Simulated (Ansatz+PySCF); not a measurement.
**triplet NH: levels of theory in one basis**

```yaml
atoms:
  - { symbol: N, position_ang: [0.0000, 0.0000, -0.1178] }
  - { symbol: H, position_ang: [0.0000, 0.0000, 0.8243] }
```

Basis set: 6-31G (spherical functions). Frozen core: 1 orbital. Correlation on ROHF uses semicanonical orbitals with singles. Charge 0, multiplicity 3.

Computed with Ansatz (development build ahead of 0.2.0); each method stands on the lowest determinant of its kind that the runs found.

```csv
method,E − E(ROHF) (eV),<S²> of the determinant
ROHF,0.00,2.00
UHF,-0.12,2.01
ROHF-MP2,-1.54,–
UHF-MP2,-1.57,2.01
ROHF-CCSD,-1.88,–
UHF-CCSD,-1.88,2.01
ROHF-CCSD(T),-1.89,–
UHF-CCSD(T),-1.89,2.01
full CI (lowest root of this spin),-1.90,–
```

Task: Is a single determinant a sound starting point here?

Result: By this sign, yes. Unrestricted orbitals gain 0.12 eV and <S²> is 2.01 against 2.00 for a pure state.
